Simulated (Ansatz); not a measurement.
Born–Oppenheimer molecular dynamics of C$_{2}$H$_{9}$Si (12 atoms, charge 0, multiplicity 2). It starts at the highest image of a converged band, a first-order saddle point between two minima.

All numbers below come from UHF/6-31G* (Ansatz 0.2.0).

```json
{
 "ensemble": "NVE (velocity Verlet)",
 "time step": "0.5 fs",
 "steps asked": "200",
 "starting velocities drawn for": "300 K",
 "seed": "10177"
}
```

First frame:

```xyz
12
Properties=species:S:1:pos:R:3
Si 0.003 -0.002 -0.092
H -0.119 -0.190 1.634
C 1.831 0.030 -0.576
H 2.325 -0.896 -0.298
H 1.953 0.161 -1.649
H 2.353 0.845 -0.083
C -0.894 1.587 -0.591
H -1.942 1.552 -0.306
H -0.451 2.455 -0.111
H -0.850 1.744 -1.665
H -0.664 -1.174 -0.706
H -0.176 -0.292 2.615
```

**Question.** How far do the bonds stretch over the last three quarters of this one trajectory? (Pairs bonded in most of those frames.)

**Answer.** 
```
   bond  mean (Å)  spread (Å)  shortest  longest
 Si1–C3     1.899       0.015      1.88     1.93
 Si1–C7     1.899       0.005      1.89     1.91
Si1–H11     1.484       0.022      1.45     1.52
 H2–H12     0.744       0.062      0.65     0.83
  C3–H4     1.088       0.022      1.05     1.12
  C3–H5     1.089       0.007      1.07     1.10
  C3–H6     1.089       0.019      1.06     1.12
  C7–H8     1.086       0.012      1.06     1.11
  C7–H9     1.090       0.026      1.05     1.13
 C7–H10     1.088       0.014      1.07     1.11
```

Mean temperature of the second half: 834 K. The conserved energy stayed within 0.45 meV per atom of its start (net change 0.28 meV per atom), so the integration is sound. The kinetic energy rose, since the run started high on the potential surface and went downhill. It ends in pieces (C2H7Si + H2), so much of that is their flight and rotation, not heat. A run of 0.1 ps of so small a system gives no equilibrium averages.

The run took 4.2 min on 1 thread of Arm Neoverse V1 (shared host), peak memory 0.13 GiB.
